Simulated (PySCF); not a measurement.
## Computed spin Hamiltonian

Species: C3H7FN (doublet state).
Geometry (GFN2-xTB, Å), atoms numbered from 1 in this order:
```
atom  x, y, z in Å
N1     1.9263    0.3916   -0.1484
C2     0.7697   -0.4318   -0.5110
C3    -0.3233   -0.3462    0.4870
C4    -1.6537    0.1898    0.1472
F5    -2.1225   -0.3303   -1.0488
H6     2.3702    0.0337    0.6903
H7     1.6336    1.3457    0.0369
H8     1.1391   -1.4592   -0.6181
H9     0.4122   -0.1006   -1.4886
H10   -0.0972   -0.5192    1.5255
H11   -1.6540    1.2842   -0.0082
H12   -2.3992   -0.0584    0.9101
```

The hyperfine couplings belong to this conformer and change with its torsions.

Identity: `NC[CH]CF` [radical].

The calculation used UKS B3LYP, pcH-1 on C F H N, non-relativistic, mean-field spin-orbit, GIAO in PySCF. The structure is a single GFN2-xTB conformer in the gas phase; no vibrational or solvent corrections. The geometry wasn't refined by DFT: couplings that depend on bond lengths, twists or pyramidal angles can differ widely from those at the functional's own minimum. No stability test was run, so a lower SCF solution isn't excluded.

| Quantity | Value |
| --- | --- |
| g1, g2, g3 | 2.00187, 2.00237, 2.00258 |
| g_iso | 2.00228 |
| Form of g | rhombic: the two nearest values differ by 30 % of g3 − g1 |
| ⟨S²⟩ | 0.7540 (exact 0.7500) |
| α and β electrons | 21, 20 |
| HOMO–LUMO gap, α and β orbitals | 6.58, 4.75 eV |
| Basis functions | 195 |

Isotropic coupling and dipolar principal values T1 to T3, in MHz:

```json
{"atom": "N1", "isotope": "14N", "a_iso": "2.5", "T1": "-5.1", "T2": "-4.9", "T3": "10.1", "Mulliken spin population": "0.07"}
{"atom": "C2", "isotope": "13C", "a_iso": "-27.5", "T1": "-1.9", "T2": "-0.5", "T3": "2.4", "Mulliken spin population": "-0.07"}
{"atom": "C3", "isotope": "13C", "a_iso": "86.2", "T1": "-78.3", "T2": "-77.6", "T3": "155.9", "Mulliken spin population": "0.98"}
{"atom": "C4", "isotope": "13C", "a_iso": "-34.8", "T1": "-3.2", "T2": "-0.5", "T3": "3.7", "Mulliken spin population": "-0.06"}
{"atom": "F5", "isotope": "19F", "a_iso": "155.0", "T1": "-50.0", "T2": "-44.5", "T3": "94.5", "Mulliken spin population": "0.02"}
{"atom": "H6", "isotope": "1H", "a_iso": "-5.9", "T1": "-7.7", "T2": "-2.0", "T3": "9.7", "Mulliken spin population": "0.00"}
{"atom": "H7", "isotope": "1H", "a_iso": "-6.8", "T1": "-9.0", "T2": "-0.8", "T3": "9.8", "Mulliken spin population": "0.00"}
{"atom": "H8", "isotope": "1H", "a_iso": "72.6", "T1": "-6.0", "T2": "-3.1", "T3": "9.1", "Mulliken spin population": "0.03"}
{"atom": "H9", "isotope": "1H", "a_iso": "9.5", "T1": "-5.2", "T2": "-3.5", "T3": "8.7", "Mulliken spin population": "0.00"}
{"atom": "H10", "isotope": "1H", "a_iso": "-60.0", "T1": "-36.9", "T2": "-1.0", "T3": "37.9", "Mulliken spin population": "-0.04"}
{"atom": "H11", "isotope": "1H", "a_iso": "124.2", "T1": "-6.3", "T2": "-1.6", "T3": "7.9", "Mulliken spin population": "0.06"}
{"atom": "H12", "isotope": "1H", "a_iso": "34.7", "T1": "-6.1", "T2": "-4.0", "T3": "10.0", "Mulliken spin population": "0.01"}
```

Largest spin populations (Mulliken): C3 (+0.98), N1 (+0.07) and C2 (-0.07). No atom but C3 exceeds +0.15. The angles at C3 add up to 359.2°, so it is planar; its axial dipolar tensor and the negative coupling of its proton fit spin in a p orbital normal to that plane.

Under fast tumbling the dipolar parts average out, and these isotropic splittings remain: 1 × 19F (F5, I = 1/2, 2 lines) with 5.53 mT, 2 × 1H (H11/H12, I = 1/2, 3 lines) with 2.84 mT, 1 × 1H (H10, I = 1/2, 2 lines) with 2.14 mT, 2 × 1H (H8/H9, I = 1/2, 3 lines) with 1.47 mT, 2 × 1H (H6/H7, I = 1/2, 3 lines) with 0.23 mT and 1 × 14N (N1, I = 1, 3 lines) with 0.09 mT.

Nuclei that the bonding pattern makes equivalent are averaged, as if the motion that swaps them (rotation, inversion, ring flip) were fast. The 1H value of +79.5 MHz is a mean of couplings from 34.7 to 124.2 MHz in this one geometry, not an average over conformers. The 1H value of +41.1 MHz is a mean of couplings from 9.5 to 72.6 MHz in this one geometry, not an average over conformers.

The 13C coupling of C3 (86.2 MHz) shows only in satellite lines or after enrichment, since that isotope makes up about 1.07 % of natural carbon.

β density exceeds α density at some nuclei, such as C4 (-0.0310), C2 (-0.0244) and H10 (-0.0134), spin density in bohr⁻³. In a single determinant that takes different orbitals for the two spins, that is spin polarisation.
